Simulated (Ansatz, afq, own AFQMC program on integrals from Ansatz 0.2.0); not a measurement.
Two steps: Ansatz 0.2.0 writes the Fock matrix and Cholesky factors of the valence space, and afq projects on them the lowest state that overlaps trial and start.

```yaml
crystal:
  periodic: [false, false, false]
  atoms:
    - {symbol: Si, position_ang: [0.000000, 0.043862, 0.750879]}
    - {symbol: C, position_ang: [0.000000, -0.151421, -1.556873]}
    - {symbol: H, position_ang: [0.000000, 0.582151, -2.370850]}
basis:
  gaussian: {orbitals: cc-pVDZ}
magnetization: {spin_polarized: true, initial_magnetization: 3}
correlation: {method: ccsd_t, electrons: outside_noble_gas, hamiltonian_folder: ham}
```

```sh
$ ansatz run in.yaml --threads 1 --pin off --events-out ev --progress --plain --max-ram 1382MiB
```

Options of the walk:

```
--method phaseless --trial cisd --walkers 60 --populations 1 --least-time 40 --time-step 0.005 --steps-per-block 50 --equilibration-blocks 28 --max-blocks 300 --target-error 0.00036 --factor-cut 1e-05 --start spin_pure --seed 9570 --release-times 0.24,0.51,0.99,1.62,2.4 --release-step 0.03 --release-every 4 --taylor-order 6
```

Times are imaginary, in 1/Eh. The walk had a cap of 671 s.

Log:

```
orbitals 31  electrons 6 3  factors 217 of 362
reference energy -327.19010154 Eh
CCSD correlation -0.18133218 Eh in 16 cycles, weight of the determinant in the CISD state 0.8576
energy of the start -327.370131 Eh
 block  time / (1/Eh)  mean weight  energy / Eh
     1     0.250  0.9989  -327.368977
     2     0.500  0.9991  -327.369931
     3     0.750  1.0012  -327.373979
     4     1.000  0.9986  -327.374284
     5     1.250  1.0002  -327.374398
     9     2.250  1.0007  -327.380118
    33     8.250  0.9979  -327.383626
    49    12.250  0.9987  -327.388533
    65    16.250  0.9999  -327.374570
    97    24.250  1.0012  -327.373446
   129    32.250  1.0002  -327.376124
   161    40.250  1.0006  -327.378566
   193    48.250  1.0013  -327.377803
   225    56.250  1.0000  -327.376793
   257    64.250  0.9990  -327.380553
   289    72.250  0.9998  -327.380266
   321    80.250  1.0016  -327.382874
blocks merged  error / Eh  count
     1  0.000258  300
     2  0.000324  150
     4  0.000396  75
     8  0.000456  37
    16  0.000506  18
    32  0.000512  9
released: time / (1/Eh)  energy / Eh  error  mean overlap
  0.24  -327.379524  0.000478  0.9970
  0.51  -327.379286  0.000394  0.9942
  0.99  -327.379313  0.000533  1.0033
  1.62  -327.380311  0.000628  1.0001
  2.40  -327.380336  0.000889  1.0007
energy -327.379497 +/- 0.000506 Eh
(rows thinned)
```

The run passed its tests (sampling time, drift between the halves within three errors, error under three times the target), which doesn't prove that it has relaxed.

Against this walk (error 13.8 meV) on the same determinant: CCSD(T) 48.5 meV higher, CCSDT(Q) 22.2 meV lower (within the noise). The error is statistical and leaves out the bias of the constraint. Released to 2.40 1/Eh the energy moves by -23 ± 28 meV (both errors), within twice the noise.

Cautions: constraint bias not in the error; error above the target (13.8 against 9.8 meV); lower spins were not checked; higher spins were not checked; raised T1 diagnostic (T1 0.040, weight of the determinant 0.86, largest double 0.07); the bias of populations of 60 walkers isn't removed.

The walk took 6.1 min on 1 thread of Intel(R) Xeon(R) Platinum 8175M CPU @ 2.50GHz (Skylake/Cascade Lake) (shared host). The log's last line is the phaseless energy.

CCSDT and higher add their correlation energy to the determinant of the CCSD(T) run, since their own runs factorise the integrals more tightly (a shift of under 2 meV). A walk keeps the symmetry of its determinant, which the program's search chose and which needn't be the lowest solution, so a lower state of the same spin and another symmetry isn't excluded.
